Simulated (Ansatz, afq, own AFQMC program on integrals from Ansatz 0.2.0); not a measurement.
# BH₂+ (singlet): AFQMC on the coupled-cluster ladder at angle H2–B1–H3 = 159.7°, cc-pVDZ

How near does AFQMC come to the top of the ladder for BH₂+ (singlet)?

The runs use Ansatz 0.2.0, Gaussian basis, and an in-house AFQMC program (afq) on its integrals; all values are calculated; cc-pVDZ, frozen cores.

The runs, in order: Full CI; PBE (unrestricted); r2SCAN (unrestricted); PBE0 (unrestricted); B3LYP (unrestricted); CCSD(T) on RHF; wB97M-V (unrestricted); B2PLYP (unrestricted); Full CI; CCSDT(Q) on RHF; Phaseless AFQMC, CISD trial on RHF; UHF.

## Step 1: The system

The geometry derives from a PBE0/def2-TZVP stationary point (not a proven minimum). One angle is set to the value named; bond lengths are kept.

3 atoms, charge 1, spin multiplicity 1.

Atoms are counted from 1 here; the program's logs count them from 0.

Bond lengths: B1–H2 1.179 Å, B1–H3 1.179 Å. Angles: H2–B1–H3 159.7°.

## Step 2: Full CI

in.yaml

```yaml
crystal:
  periodic: [false, false, false]
  atoms:
    - {symbol: B, position_ang: [-0.032658, 0.000000, 0.000000]}
    - {symbol: H, position_ang: [0.175144, 0.000000, -1.160727]}
    - {symbol: H, position_ang: [0.175144, 0.000000, 1.160727]}
basis:
  gaussian: {orbitals: cc-pVDZ}
total_charge: 1
correlation: {method: fci, electrons: outside_noble_gas}
```

Launch:

```
$ ansatz run in.yaml --threads 1 --pin off --events-out ev --progress --plain --max-ram 16896MiB --backend cuda --devices 0, --max-vram 18GiB
```

The program printed:

```text
Functional definition: HF
  name "HF"
  cite "Fock, Z. Phys. 61, 126 (1930) doi:10.1007/BF01340294"
  parent pbe
  exchange = exact_x
  correlation = 0
404 factors; integrals over basis functions are off by at most 1.6e-7 eV
mean field evaluation 1: about -692.6766 eV, gradient 7.8e0 eV
mean field evaluation 2: about -692.6761 eV, gradient 7.8e0 eV
mean field evaluation 4: about -692.9761 eV, gradient 1.8e-1 eV
mean field evaluation 8: about -692.9763 eV, gradient 6.8e-6 eV
mean field -692.97631021 eV, -25.4664096839 hartree, gradient 6.8e-6 eV, S^2 0.000000; 0 other end points of the search recorded, 0 dependent functions left out
1 core orbitals not correlated: weight in the atoms' cores, before any rotation towards them, 1.000 or more for the frozen orbitals, at most 0.000 for the correlated occupied ones
reference -692.97631021 eV, -25.4664096839 hartree; 2, 2 occupied and 21, 21 virtual orbitals, 404 factors
state -695.00232068 eV, -25.5408641955 hartree
Total energy: -695.00232068 eV, -25.5408641955 hartree
```

It took 2.1 s on 1 × NVIDIA H100 80GB HBM3 with 1 thread of AMD EPYC 7R13 (Zen 3), shared host.

From the report: 16,633 determinants, symmetry A1.

## Step 3: PBE (unrestricted)

in.yaml, as its differences from that of step 2:

```diff
@@ -9,2 +9,4 @@
 total_charge: 1
-correlation: {method: fci, electrons: outside_noble_gas}
+magnetization: {spin_polarized: true, initial_magnetization: 0}
+hamiltonian: {xc: {name: PBE}}
+output: {orbitals: {seedname: orbitals}}
```

Launch:

```
$ ansatz run in.yaml --threads 1 --pin off --events-out ev --progress --plain --max-ram 5632MiB --backend cpu
```

The program printed:

```text
Functional definition: PBE
  name "PBE"
  cite "Perdew, Burke & Ernzerhof, Phys. Rev. Lett. 77, 3865 (1996) doi:10.1103/PhysRevLett.77.3865"
  parent pbe
  parameter kappa = 0.804
  parameter beta = 0.06672455060314922
  exchange = pbe_x(kappa = kappa, mu = beta*pi^2/3)
  correlation = pbe_c(beta = beta)
270 factors; their error is unknown
mean field evaluation 1: about -694.9715 eV, gradient 7.9e0 eV
mean field evaluation 2: about -695.4754 eV, gradient 2.7e0 eV
mean field evaluation 4: about -695.5454 eV, gradient 4.2e-2 eV
mean field evaluation 8: about -695.5308 eV, gradient 7.1e-4 eV
mean field -695.53075387 eV, -25.5602837569 hartree, gradient 2.3e-5 eV, S^2 0.000000; 0 other end points of the search recorded, 0 dependent functions left out
reference -695.53077633 eV, -25.5602845826 hartree; 3, 3 occupied and 21, 21 virtual orbitals, 270 factors
Total energy: -695.53077633 eV, -25.5602845826 hartree
```

Run time: 0.21 s. Hardware: 1 thread of AMD EPYC 7R13 (Zen 3), shared host.

From the report: ⟨S²⟩ of the determinant 0.000 (pure singlet: 0.00).

## Step 4: r2SCAN (unrestricted)

in.yaml, as its differences from that of step 3:

```diff
@@ -10,3 +10,2 @@
 magnetization: {spin_polarized: true, initial_magnetization: 0}
-hamiltonian: {xc: {name: PBE}}
-output: {orbitals: {seedname: orbitals}}
+hamiltonian: {xc: {name: r2SCAN}}
```

Launched as before.

The program printed:

```text
Functional definition: r2SCAN
  name "r2SCAN"
  cite "Furness, Kaplan, Ning, Perdew & Sun, J. Phys. Chem. Lett. 11, 8208 (2020) doi:10.1021/acs.jpclett.0c02405"
  cite "Furness, Kaplan, Ning, Perdew & Sun, J. Phys. Chem. Lett. 11, 9248 (2020) doi:10.1021/acs.jpclett.0c03077"
  parent r2scan
  parameter k0 = 0.174
  parameter k1 = 0.065
  parameter a1 = 4.9479
  exchange = r2scan_x(k0 = k0, k1 = k1, a1 = a1)
  correlation = r2scan_c
270 factors; their error is unknown
mean field evaluation 1: about -696.0998 eV, gradient 5.9e0 eV
mean field evaluation 2: about -696.3779 eV, gradient 1.5e0 eV
mean field evaluation 4: about -696.3960 eV, gradient 2.6e-2 eV
mean field evaluation 8: about -696.3826 eV, gradient 9.6e-4 eV
mean field -696.38260672 eV, -25.5915887719 hartree, gradient 1.9e-6 eV, S^2 0.000000; 0 other end points of the search recorded, 0 dependent functions left out
reference -696.38261421 eV, -25.5915890470 hartree; 3, 3 occupied and 21, 21 virtual orbitals, 270 factors
Total energy: -696.38261421 eV, -25.5915890470 hartree
```

It took 0.46 s on 1 thread of AMD EPYC 7R13 (Zen 3), shared host.

From the report: ⟨S²⟩ of the determinant 0.000 (pure singlet: 0.00).

## Step 5: PBE0 (unrestricted)

in.yaml, as its differences from that of step 4:

```diff
@@ -10,2 +10,3 @@
 magnetization: {spin_polarized: true, initial_magnetization: 0}
-hamiltonian: {xc: {name: r2SCAN}}
+hamiltonian: {xc: {name: PBE0}}
+output: {orbitals: {seedname: orbitals}}
```

Same command.

The program printed:

```text
Functional definition: PBE0
  name "PBE0"
  cite "Adamo & Barone, J. Chem. Phys. 110, 6158 (1999) doi:10.1063/1.478522"
  cite "Perdew, Burke & Ernzerhof, Phys. Rev. Lett. 77, 3865 (1996) doi:10.1103/PhysRevLett.77.3865"
  parent pbe
  parameter a = 0.25
  parameter kappa = 0.804
  parameter beta = 0.06672455060314922
  exchange = (1 - a)*pbe_x(kappa = kappa, mu = beta*pi^2/3) + a*exact_x
  correlation = pbe_c(beta = beta)
270 factors; their error is unknown
mean field evaluation 1: about -695.7309 eV, gradient 5.0e0 eV
mean field evaluation 2: about -695.9207 eV, gradient 8.6e-1 eV
mean field evaluation 4: about -695.9267 eV, gradient 1.1e-1 eV
mean field evaluation 8: about -695.9148 eV, gradient 7.7e-4 eV
mean field -695.91479668 eV, -25.5743970701 hartree, gradient 3.0e-6 eV, S^2 0.000000; 0 other end points of the search recorded, 0 dependent functions left out
reference -695.91481362 eV, -25.5743976924 hartree; 3, 3 occupied and 21, 21 virtual orbitals, 270 factors
Total energy: -695.91481362 eV, -25.5743976924 hartree
```

It took 0.28 s on 1 thread of AMD EPYC 7R13 (Zen 3), shared host.

From the report: ⟨S²⟩ of the determinant 0.000 (pure singlet: 0.00).

## Step 6: B3LYP (unrestricted)

in.yaml, as its differences from that of step 5:

```diff
@@ -10,3 +10,2 @@
 magnetization: {spin_polarized: true, initial_magnetization: 0}
-hamiltonian: {xc: {name: PBE0}}
-output: {orbitals: {seedname: orbitals}}
+hamiltonian: {xc: {name: B3LYP}}
```

The command is unchanged.

The program printed:

```text
Functional definition: B3LYP
  name "B3LYP"
  cite "Stephens, Devlin, Chabalowski & Frisch, J. Phys. Chem. 98, 11623 (1994) doi:10.1021/j100096a001"
  cite "Becke, Phys. Rev. A 38, 3098 (1988) doi:10.1103/PhysRevA.38.3098"
  cite "Lee, Yang & Parr, Phys. Rev. B 37, 785 (1988) doi:10.1103/PhysRevB.37.785"
  cite "Vosko, Wilk & Nusair, Can. J. Phys. 58, 1200 (1980) doi:10.1139/p80-159"
  parameter a0 = 0.2
  parameter ax = 0.72
  parameter ac = 0.81
  exchange = (1 - a0 - ax)*slater_x + ax*b88_x + a0*exact_x
  correlation = (1 - ac)*vwn_rpa_c + ac*lyp_c
270 factors; their error is unknown
mean field evaluation 1: about -696.9682 eV, gradient 5.9e0 eV
mean field evaluation 2: about -697.2586 eV, gradient 1.3e0 eV
mean field evaluation 4: about -697.2725 eV, gradient 1.5e-1 eV
mean field evaluation 8: about -697.2601 eV, gradient 1.3e-3 eV
mean field -697.26009656 eV, -25.6238359286 hartree, gradient 1.7e-6 eV, S^2 0.000000; 0 other end points of the search recorded, 0 dependent functions left out
reference -697.26024648 eV, -25.6238414383 hartree; 3, 3 occupied and 21, 21 virtual orbitals, 270 factors
Total energy: -697.26024648 eV, -25.6238414383 hartree
```

Run time: 0.25 s. Hardware: 1 thread of AMD EPYC 7R13 (Zen 3), shared host.

From the report: ⟨S²⟩ of the determinant 0.000 (pure singlet: 0.00).

## Step 7: CCSD(T) on RHF

in.yaml, as its differences from that of step 6:

```diff
@@ -9,3 +9,3 @@
 total_charge: 1
-magnetization: {spin_polarized: true, initial_magnetization: 0}
-hamiltonian: {xc: {name: B3LYP}}
+magnetization: {spin_polarized: false}
+correlation: {method: ccsd_t, electrons: outside_noble_gas, hamiltonian_folder: ham}
```

Launch:

```
$ ansatz run in.yaml --threads 1 --pin off --events-out ev --progress --plain --max-ram 16896MiB --backend cuda --devices 0, --max-vram 18GiB
```

The program printed, shortened:

```text
Functional definition: HF
  name "HF"
  cite "Fock, Z. Phys. 61, 126 (1930) doi:10.1007/BF01340294"
  parent pbe
[...]
221 factors; integrals over basis functions are off by at most 5.4e-4 eV
[...]
mean field -692.97631426 eV, -25.4664098327 hartree, gradient 6.8e-6 eV, S^2 0.000000; 0 other end points of the search recorded, 0 dependent functions left out
1 core orbitals not correlated: weight in the atoms' cores, before any rotation towards them, 1.000 or more for the frozen orbitals, at most 0.000 for the correlated occupied ones
reference -692.97631426 eV, -25.4664098327 hartree; 2, 2 occupied and 21, 21 virtual orbitals, 221 factors
second order -1.50898137 eV of doubles, -0.00000000 eV of singles
cycle   1  -1.85850871 eV  change   -3.5e-1 eV  update   4.1e-2
[...]
cycle   9  -2.00088687 eV  change   -6.9e-7 eV  update   5.5e-7
perturbative correction -0.01802538 eV, -0.0006624204 hartree
Total energy: -694.99522650 eV, -25.5406034893 hartree
```

Wall time 1.5 s (1 × NVIDIA H100 80GB HBM3 with 1 thread of AMD EPYC 7R13 (Zen 3), shared host).

From the report: correlation -2.0189 eV; T1 0.006; largest double amplitude 0.06.

This run also writes the integrals to the folder ham.

## Step 8: wB97M-V (unrestricted)

in.yaml, as its differences from that of step 7:

```diff
@@ -9,3 +9,4 @@
 total_charge: 1
-magnetization: {spin_polarized: false}
-correlation: {method: ccsd_t, electrons: outside_noble_gas, hamiltonian_folder: ham}
+magnetization: {spin_polarized: true, initial_magnetization: 0}
+hamiltonian: {xc: {name: wB97M-V}}
+output: {orbitals: {seedname: orbitals}}
```

Launch:

```
$ ansatz run in.yaml --threads 1 --pin off --events-out ev --progress --plain --max-ram 5632MiB --backend cpu
```

The program printed, shortened:

```text
Functional definition: wB97M-V
  name "wB97M-V"
  cite "Mardirossian & Head-Gordon, J. Chem. Phys. 144, 214110 (2016) doi:10.1063/1.4952647"
  cite "Becke, J. Chem. Phys. 107, 8554 (1997) doi:10.1063/1.475007"
  cite "Vydrov & Van Voorhis, J. Chem. Phys. 133, 244103 (2010) doi:10.1063/1.3521275"
  # Of w^i u^j: cxij and so on, Table III.
[...]
  gx(w, u) = 1 - cx + cx01*u + cx10*w
  gss(w, u) = css00 + css04*u^4 + css10*w + css20*w^2 + css43*w^4*u^3
  gos(w, u) = cos00 + cos10*w + (cos20 + cos21*u)*w^2 + (cos60 + cos61*u)*w^6
[...]
      + integral(e_c_pw_mod_opposite_spin*gos(b97_w_opposite, b97_u_opposite)) + vv10(b, c)
270 factors; their error is unknown
86 factors; integrals over basis functions are off by at most 1.4e-5 eV
[...]
mean field -696.55627956 eV, -25.5979711312 hartree, gradient 2.4e-5 eV, S^2 0.000000; 0 other end points of the search recorded, 0 dependent functions left out
reference -696.55630650 eV, -25.5979721209 hartree; 3, 3 occupied and 21, 21 virtual orbitals, 270 factors
Total energy: -696.55630650 eV, -25.5979721209 hartree
```

Wall time 0.67 s (1 thread of AMD EPYC 7R13 (Zen 3), shared host).

From the report: ⟨S²⟩ of the determinant 0.000 (pure singlet: 0.00).

## Step 9: B2PLYP (unrestricted)

in.yaml, as its differences from that of step 8:

```diff
@@ -10,3 +10,3 @@
 magnetization: {spin_polarized: true, initial_magnetization: 0}
-hamiltonian: {xc: {name: wB97M-V}}
-output: {orbitals: {seedname: orbitals}}
+hamiltonian: {xc: {name: B2PLYP}}
+correlation: {electrons: outside_noble_gas}
```

Launched as before.

The program printed, shortened:

```text
Functional definition: B2PLYP
  name "B2PLYP"
  cite "Grimme, J. Chem. Phys. 124, 034108 (2006) doi:10.1063/1.2148954"
  cite "Becke, Phys. Rev. A 38, 3098 (1988) doi:10.1103/PhysRevA.38.3098"
  cite "Lee, Yang & Parr, Phys. Rev. B 37, 785 (1988) doi:10.1103/PhysRevB.37.785"
[...]
221 factors; integrals over basis functions are off by at most 5.4e-4 eV
[...]
mean field -695.80595721 eV, -25.5703972934 hartree, gradient 5.9e-6 eV, S^2 0.000000; 0 other end points of the search recorded, 0 dependent functions left out
1 core orbitals not correlated: weight in the atoms' cores, before any rotation towards them, 1.000 or more for the frozen orbitals, at most 0.000 for the correlated occupied ones
reference -695.80605305 eV, -25.5704008153 hartree; 2, 2 occupied and 21, 21 virtual orbitals, 221 factors
second order -1.86002415 eV of doubles, -0.00000000 eV of singles
Total energy: -696.30825957 eV, -25.5888565645 hartree
```

Run time: 0.25 s. Hardware: 1 thread of AMD EPYC 7R13 (Zen 3), shared host.

From the report: ⟨S²⟩ of the determinant 0.000 (pure singlet: 0.00).

## Step 10: Full CI

in.yaml

```yaml
hamiltonian:
  integrals:
    folder: ../ham
correlation: {method: fci}
```

Launch:

```
$ ansatz run in.yaml --threads 1 --pin off --events-out ev --progress --plain --max-ram 16896MiB --backend cuda --devices 0, --max-vram 18GiB
```

The program printed:

```text
Functional definition: HF
  name "HF"
  cite "Fock, Z. Phys. 61, 126 (1930) doi:10.1007/BF01340294"
  parent pbe
  exchange = exact_x
  correlation = 0
reference -692.97631426 eV, -25.4664098327 hartree; 2, 2 occupied and 21, 21 virtual orbitals, 221 factors
state -695.00233189 eV, -25.5408646073 hartree
Total energy: -695.00233189 eV, -25.5408646073 hartree
```

It took 1.4 s on 1 × NVIDIA H100 80GB HBM3 with 1 thread of AMD EPYC 7R13 (Zen 3), shared host.

From the report: 16,633 determinants.

## Step 11: CCSDT(Q) on RHF

in.yaml

```yaml
crystal:
  periodic: [false, false, false]
  atoms:
    - {symbol: B, position_ang: [-0.032658, 0.000000, 0.000000]}
    - {symbol: H, position_ang: [0.175144, 0.000000, -1.160727]}
    - {symbol: H, position_ang: [0.175144, 0.000000, 1.160727]}
basis:
  gaussian: {orbitals: cc-pVDZ}
total_charge: 1
magnetization: {spin_polarized: false}
correlation: {method: ccsdt_q, electrons: outside_noble_gas}
```

Same command.

The program printed, shortened:

```text
Functional definition: HF
  name "HF"
  cite "Fock, Z. Phys. 61, 126 (1930) doi:10.1007/BF01340294"
  parent pbe
[...]
404 factors; integrals over basis functions are off by at most 1.6e-7 eV
[...]
mean field -692.97631021 eV, -25.4664096839 hartree, gradient 6.8e-6 eV, S^2 0.000000; 0 other end points of the search recorded, 0 dependent functions left out
1 core orbitals not correlated: weight in the atoms' cores, before any rotation towards them, 1.000 or more for the frozen orbitals, at most 0.000 for the correlated occupied ones
reference -692.97631021 eV, -25.4664096839 hartree; 2, 2 occupied and 21, 21 virtual orbitals, 404 factors
second order -1.50899055 eV of doubles, -0.00000000 eV of singles
cycle   1  -1.85850454 eV  change   -3.5e-1 eV  update   4.2e-2
[...]
cycle  11  -2.02543183 eV  change    2.9e-8 eV  update   9.3e-8
perturbative correction -0.00041590 eV, -0.0000152839 hartree
Total energy: -695.00215793 eV, -25.5408582147 hartree
```

It took 1.5 s on 1 × NVIDIA H100 80GB HBM3 with 1 thread of AMD EPYC 7R13 (Zen 3), shared host.

From the report: correlation -2.0258 eV; T1 0.007; largest double amplitude 0.06.

## Step 12: Phaseless AFQMC, CISD trial on RHF

It reads the integrals that the CCSD(T) run on this determinant wrote.

Launch:

```
$ afq ham --method phaseless --trial cisd --walkers 4000 --populations 20 --least-time 60 --time-step 0.005 --steps-per-block 50 --equilibration-blocks 28 --max-blocks 4000 --target-error 0.00012 --factor-cut 1e-05 --seed 3712 --release-times 0.24,0.51,0.99,1.62,2.4 --release-step 0.03 --release-every 3 --taylor-order 6
```

The program printed:

```text
orbitals 23  electrons 2 2  factors 162 of 221
reference energy -25.46640983 Eh
CCSD correlation -0.07353115 Eh in 9 cycles, weight of the determinant in the CISD state 0.9595
energy of the start -25.539946 Eh
 block  time / (1/Eh)  mean weight  energy / Eh
     1     0.250  1.0001  -25.539780
     2     0.500  1.0000  -25.539947
     3     0.750  1.0000  -25.540154
     4     1.000  1.0001  -25.540309
     5     1.250  1.0000  -25.540390
     6     1.500  0.9997  -25.540611
     7     1.750  1.0002  -25.540697
     8     2.000  0.9998  -25.540684
     9     2.250  0.9999  -25.540705
    10     2.500  1.0000  -25.540693
    11     2.750  0.9999  -25.540756
    12     3.000  1.0001  -25.540755
    13     3.250  1.0000  -25.540621
    14     3.500  0.9999  -25.540723
    15     3.750  0.9999  -25.540753
    16     4.000  1.0000  -25.540793
    17     4.250  1.0001  -25.540763
    18     4.500  1.0001  -25.540778
    19     4.750  1.0001  -25.540691
    20     5.000  0.9997  -25.540836
    21     5.250  1.0000  -25.540782
    22     5.500  1.0001  -25.540798
    23     5.750  0.9999  -25.540835
    24     6.000  1.0000  -25.540798
    25     6.250  0.9999  -25.540889
    26     6.500  1.0000  -25.540798
    27     6.750  1.0000  -25.540783
    28     7.000  1.0000  -25.540902
    29     7.250  1.0002  -25.540852
    30     7.500  1.0000  -25.540971
    31     7.750  1.0000  -25.540941
    32     8.000  1.0002  -25.540858
    33     8.250  1.0000  -25.540824
    34     8.500  1.0000  -25.540783
    35     8.750  1.0001  -25.540796
    36     9.000  1.0000  -25.540806
    37     9.250  1.0002  -25.540849
    38     9.500  1.0000  -25.540825
    39     9.750  0.9999  -25.540817
    40    10.000  1.0000  -25.540821
    41    10.250  0.9997  -25.540851
    42    10.500  1.0002  -25.540831
    43    10.750  0.9999  -25.540827
    44    11.000  1.0000  -25.540913
    45    11.250  0.9999  -25.540853
    46    11.500  1.0000  -25.540859
    47    11.750  1.0000  -25.540830
    48    12.000  1.0000  -25.540888
    49    12.250  1.0003  -25.540894
    50    12.500  1.0001  -25.540811
    51    12.750  1.0001  -25.540721
    52    13.000  0.9999  -25.540761
    53    13.250  0.9999  -25.540786
    54    13.500  1.0001  -25.540858
    55    13.750  0.9996  -25.540987
    56    14.000  1.0000  -25.540831
    57    14.250  1.0001  -25.540883
    58    14.500  0.9998  -25.540831
    59    14.750  1.0001  -25.540819
    60    15.000  1.0000  -25.540921
    61    15.250  0.9998  -25.540863
    62    15.500  1.0003  -25.540867
    63    15.750  1.0000  -25.540939
    64    16.000  0.9999  -25.540926
    65    16.250  1.0001  -25.540943
    66    16.500  1.0000  -25.540915
    67    16.750  1.0000  -25.540825
    68    17.000  1.0001  -25.540823
    69    17.250  0.9999  -25.540786
    70    17.500  0.9997  -25.540840
    71    17.750  1.0001  -25.540825
    72    18.000  1.0002  -25.540811
    73    18.250  0.9999  -25.540811
    74    18.500  1.0000  -25.540791
    75    18.750  0.9999  -25.540871
    76    19.000  0.9999  -25.540839
    77    19.250  1.0000  -25.540860
    78    19.500  1.0001  -25.540784
error from the spread of 20 populations
released: time / (1/Eh)  energy / Eh  error  mean overlap
  0.24  -25.540854  0.000021  1.0006
  0.51  -25.540853  0.000018  1.0020
  0.99  -25.540864  0.000015  1.0030
  1.62  -25.540853  0.000012  1.0049
  2.40  -25.540875  0.000012  1.0012
energy -25.540848 +/- 0.000021 Eh
```

It took 12 s on 1 × NVIDIA H100 80GB HBM3 with 2 threads of AMD EPYC 7R13 (Zen 3), shared host.

Energy -695.0019 ± 0.0006 eV. Caveats: constraint bias not in the error.

## Step 13: UHF

in.yaml, as its differences from that of step 11:

```diff
@@ -9,3 +9,4 @@
 total_charge: 1
-magnetization: {spin_polarized: false}
-correlation: {method: ccsdt_q, electrons: outside_noble_gas}
+magnetization: {spin_polarized: true, initial_magnetization: 0}
+hamiltonian: {xc: hf}
+output: {orbitals: {seedname: orbitals}}
```

Launch:

```
$ ansatz run in.yaml --threads 1 --pin off --events-out ev --progress --plain --max-ram 16896MiB --backend cuda --devices 0, --max-vram 18GiB
```

The program printed:

```text
Functional definition: HF
  name "HF"
  cite "Fock, Z. Phys. 61, 126 (1930) doi:10.1007/BF01340294"
  parent pbe
  exchange = exact_x
  correlation = 0
221 factors; integrals over basis functions are off by at most 5.4e-4 eV
mean field evaluation 1: about -692.6766 eV, gradient 5.5e0 eV
mean field evaluation 2: about -692.6761 eV, gradient 5.5e0 eV
mean field evaluation 4: about -692.9761 eV, gradient 1.3e-1 eV
mean field evaluation 8: about -692.9763 eV, gradient 9.4e-6 eV
mean field -692.97631426 eV, -25.4664098327 hartree, gradient 9.4e-6 eV, S^2 0.000000; 0 other end points of the search recorded, 0 dependent functions left out
reference -692.97631426 eV, -25.4664098327 hartree; 3, 3 occupied and 21, 21 virtual orbitals, 221 factors
Total energy: -692.97631426 eV, -25.4664098327 hartree
```

Wall time 1.1 s (1 × NVIDIA H100 80GB HBM3 with 1 thread of AMD EPYC 7R13 (Zen 3), shared host).

From the report: ⟨S²⟩ of the determinant 0.000 (pure singlet: 0.00).

## Step 14: AFQMC on the ladder

On the RHF determinant, counted from full CI (exact for this spin and basis):

| level | energy (eV) | from full CI (kcal/mol) | statistical error (kcal/mol) | time |
| --- | --- | --- | --- | --- |
| HF | -692.9763 | +46.72 |  |  |
| MP2 | -694.4853 | +11.92 |  |  |
| CCSD | -694.9772 | +0.58 |  |  |
| CCSD(T) | -694.9952 | +0.16 |  |  |
| CCSDT | -695.0017 | +0.01 |  |  |
| CCSDT(Q) | -695.0022 | 0.00 |  |  |
| full CI | -695.0023 | 0.00 |  |  |
| Phaseless AFQMC, CISD trial, step 0.005, 4000 walkers | -695.0019 | +0.01 | 0.01 | 12 s |

The functionals' totals stand on their own zeros and serve differences with other points: PBE -695.531 eV; r2SCAN -696.383 eV; PBE0 -695.915 eV; B3LYP -697.260 eV; wB97M-V -696.556 eV; B2PLYP -696.308 eV.

## Step 15: What came out

| quantity | value |
| --- | --- |
| CCSD(T) on RHF from full CI | +0.16 kcal/mol |
| Phaseless AFQMC, CISD trial on RHF from full CI | +0.01 ± 0.01 kcal/mol |

What this shows: On RHF the phaseless walk with the CISD trial lies +0.01 kcal/mol from full CI, within three error bars. Error bars are statistical and leave out the constraint, the time step and what remains of the start.
